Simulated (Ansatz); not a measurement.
A calculation on zinc-blende InSb returned lattice constant a 6.519 Å, bulk modulus 42.8 GPa.

For reference: lattice constant a 6.468 Å (measured, static lattice: zero-point anharmonic expansion removed; as tabulated in Mejia-Rodriguez and Trickey (2018), arXiv:1807.09216); bulk modulus 46.1 GPa (measured, 0 K value with the zero-point phonon effect removed; as tabulated in Mejia-Rodriguez and Trickey (2018), arXiv:1807.09216).

**Question.** Which level of theory produced these numbers?
(A) LDA (Ansatz, a quantum-chemistry and plane-wave program)
(B) r²SCAN0 (Ansatz)
(C) PBEsol (Ansatz)
(D) PBE+SOC (Ansatz)

**Answer.** C, PBEsol (Ansatz)

The others give: LDA 6.450 Å, 46.6 GPa; r²SCAN0 6.502 Å, 49.2 GPa; PBE+SOC 6.636 Å, 36.3 GPa.

Unless a cell is named, each level is at its own relaxed cell (LDA 33.54, PBE+SOC 36.52, PBEsol 34.63, r²SCAN0 34.36 Å³/atom).

Ansatz's density-functional and Hartree–Fock values are scalar-relativistic unless marked +SOC, with PAW data made under PBE.
